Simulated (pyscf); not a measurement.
PySCF, gas phase, ωB97X-D3(BJ)/def2-SVP geometries. Correlated levels are frozen-core, on RHF or UHF. ΔMP2 is the change of the MP2 total energy from the triple- to the quadruple-zeta basis.

SMILES: [F][Ga]([OH])[Cl]
```xyz
5

O     -0.1500     0.2166     0.8302
Ga    -1.4979    -0.4952    -0.0534
F     -1.4435    -2.1880    -0.4731
Cl    -3.1812     0.6428    -0.6183
H      0.5587    -0.4070     1.0299
```
Charge 0, spin multiplicity 1.

Task: How much does it cost (ΔH, 298 K, CCSD(T)/def2-TZVPP + ΔMP2(QZVPP)) to split `[OH][Ga]([F])[Cl]` at its F–Ga bond into [HO–Ga–Cl]• + F•?

Result: F–Ga to [HO–Ga–Cl]• + F•: 531.7 kJ/mol. The radicals are drawn with the spin at the cut bond; how far it spreads was not checked. Other isomers of [HO–Ga–Cl]• were not searched in full and may lie lower. The CCSD(T) − MP2 part came from Ansatz, without density fitting, on the same reference. The frozen core leaves the outer d or s,p core shells of the metals and heavy elements correlated in the MP2 and CC values, and def2-TZVPP describes them poorly, which can shift differences by a few kcal/mol. Left out: the spin-orbit lowering of F. Elements up to Kr have no core potential and no relativistic terms here.
